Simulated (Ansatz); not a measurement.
# Down a group: atomization energies of HGeF, HGeCl, HGeBr

Ansatz 0.2.0, basis cc-pVDZ; geometries are PBE0/def2-TZVP minima. Wave-function levels freeze the cores with the filled d shells of p-block atoms; HF, MP2 and coupled cluster are restricted for singlets and unrestricted otherwise, atoms included (their steps beyond CCSDT(Q) come from restricted open-shell runs), restricted open-shell where a d shell is frozen. The reference is CCSDT(Q) or CCSDTQ (coupled cluster only where its series has nearly closed). An error is the level's value less the reference. None of these values is a measured one. Energies are electronic, without zero-point terms. No spin–orbit coupling and no scalar relativity. The set is small: it underbinds, by tens of kJ/mol for each bond, so near ties and functionals' places can change in larger sets. The species are chosen: bound, without strong static correlation by their natural occupations or amplitudes, in their lowest spin state as far as vertical gaps and like structures tell, and with a ladder that closes on the reference, so errors are smaller than for species at large; levels whose determinant breaks symmetry or spin markedly are left out.

```tsv
species	bonds (Å)	quantity	symmetry of the states	reference	value (kJ/mol)	error CCSD	error CCSD(T)	error CCSDT
HGeF, singlet	F–Ge 1.757, Ge–H 1.609, angle at Ge 94°	atomization	A'	CCSDTQ	724.3	-12.0	-1.8	-1.2
HGeCl, singlet	Cl–Ge 2.183, Ge–H 1.600, angle at Ge 94°	atomization	A'	CCSDT(Q)	616.5	-11.4	-1.6	-0.9
HGeBr, singlet	Ge–Br 2.339, Ge–H 1.598, angle at Ge 93°	atomization	A'	CCSDTQ	579.0	-11.2	-1.6	-0.8
```

The reference falls from F to Br, by 145.3 kJ/mol in all.
